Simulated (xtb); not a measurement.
xtb input (GFN2-xTB):

```bash
xtb mol.xyz --gfn 2 --sp --chrg -1 --uhf 0
```
mol.xyz:
```
9

C     -0.01425270     0.12435824     1.95470681
C     -0.00757315    -0.19118066     0.64278123
C     -0.00245344    -0.56690684    -0.56877122
C      0.01816492     0.29533709    -1.79293461
H     -0.94020781     0.24704578     2.51109267
H      0.90535390     0.22409239     2.52600983
H      0.03014765     1.38655717    -1.59635947
H      0.89256220     0.07548540    -2.42067109
H     -0.85116970     0.09717232    -2.43476519
```

End of the output:

```
         :::::::::::::::::::::::::::::::::::::::::::::::::::::
         ::                     SUMMARY                     ::
         :::::::::::::::::::::::::::::::::::::::::::::::::::::
         :: total energy             -11.149492935931 Eh    ::
         :: gradient norm              0.024937493425 Eh/a0 ::
         :: HOMO-LUMO gap              4.193603084301 eV    ::
         ::.................................................::
         :: SCC energy               -11.363280948642 Eh    ::
         :: -> isotropic ES            0.132972417455 Eh    ::
         :: -> anisotropic ES          0.017356238072 Eh    ::
         :: -> anisotropic XC          0.008057996176 Eh    ::
         :: -> dispersion             -0.004760535413 Eh    ::
         :: repulsion energy           0.213788012711 Eh    ::
         :: add. restraining           0.000000000000 Eh    ::
         :: total charge              -1.000000000000 e     ::
         :::::::::::::::::::::::::::::::::::::::::::::::::::::

           -------------------------------------------------
          |                Property Printout                |
           -------------------------------------------------

    * Orbital Energies and Occupations

         #    Occupation            Energy/Eh            Energy/eV
      -------------------------------------------------------------
         1        2.0000           -0.3911313             -10.6432
         2        2.0000           -0.3361322              -9.1466
         3        2.0000           -0.3163186              -8.6075
         4        2.0000           -0.2841997              -7.7335
         5        2.0000           -0.2833398              -7.7101
         6        2.0000           -0.2617411              -7.1223
         7        2.0000           -0.2376704              -6.4673
         8        2.0000           -0.2116786              -5.7601
         9        2.0000           -0.1436102              -3.9078
        10        2.0000           -0.1131505              -3.0790
        11        2.0000           -0.0553808              -1.5070 (HOMO)
        12                          0.0987313               2.6866 (LUMO)
        13                          0.1014905               2.7617
Note: The following floating-point exceptions are signalling: IEEE_UNDERFLOW_FLAG IEEE_DENORMAL
normal termination of xtb
        14                          0.3420446               9.3075
        15                          0.3551409               9.6639
        16                          0.3883796              10.5683
        17                          0.3895409              10.5999
        18                          0.4602713              12.5246
        19                          0.5415189              14.7355
        20                          0.6431599              17.5013
        21                          1.3466413              36.6440
      -------------------------------------------------------------
                  HL-Gap            0.1541121 Eh            4.1936 eV
             Fermi-level            0.0216752 Eh            0.5898 eV

     #   Z          covCN         q      C6AA      α(0)
     1   6 C        2.831    -0.197    33.199     9.442
     2   6 C        1.966    -0.111    34.140     9.436
     3   6 C        1.958    -0.297    40.191    10.238
     4   6 C        3.751    -0.030    21.172     6.562
     5   1 H        0.925    -0.104     5.699     3.733
     6   1 H        0.925    -0.104     5.699     3.733
     7   1 H        0.922    -0.061     4.365     3.267
     8   1 H        0.923    -0.048     4.051     3.148
     9   1 H        0.923    -0.048     4.051     3.148

 Mol. C6AA /au·bohr⁶  :       1115.999277
 Mol. C8AA /au·bohr⁸  :      25270.297765
 Mol. α(0) /au        :         52.706775

Wiberg/Mayer (AO) data.
largest (>0.10) Wiberg bond orders for each atom

 ---------------------------------------------------------------------------
     #   Z sym  total        # sym  WBO       # sym  WBO       # sym  WBO
 ---------------------------------------------------------------------------
     1   6 C    3.786 --     2 C    1.617     5 H    0.957     6 H    0.957
                             3 C    0.205
     2   6 C    3.953 --     3 C    2.282     1 C    1.617
     3   6 C    3.539 --     2 C    2.282     4 C    0.980     1 C    0.205
     4   6 C    3.961 --     3 C    0.980     9 H    0.978     8 H    0.978
                             7 H    0.971
     5   1 H    0.989 --     1 C    0.957
     6   1 H    0.989 --     1 C    0.957
     7   1 H    0.996 --     4 C    0.971
     8   1 H    0.998 --     4 C    0.978
     9   1 H    0.998 --     4 C    0.978
 ---------------------------------------------------------------------------

Topologies differ in total number of bonds
Writing topology from bond orders to xtbtopo.mol

molecular dipole:
                 x           y           z       tot (Debye)
 q only:        0.007       0.027      -0.805
   full:        0.012       0.458      -0.779       2.297
molecular quadrupole (traceless):
                xx          xy          yy          xz          yz          zz
 q only:        4.942       0.005       5.031       0.115      -0.443      -9.973
  q+dip:        3.528      -0.017       1.767       0.064      -0.612      -5.295
   full:        4.633      -0.022       2.104       0.077      -1.224      -6.737

           -------------------------------------------------
          | TOTAL ENERGY              -11.149492935931 Eh   |
          | GRADIENT NORM               0.024937493425 Eh/α |
          | HOMO-LUMO GAP               4.193603084301 eV   |
           -------------------------------------------------

------------------------------------------------------------------------
------------------------------------------------------------------------
 total:
 SCF:
```

It need not be the lowest isomer of its formula. Whether it binds its extra electron was not tested at this geometry.
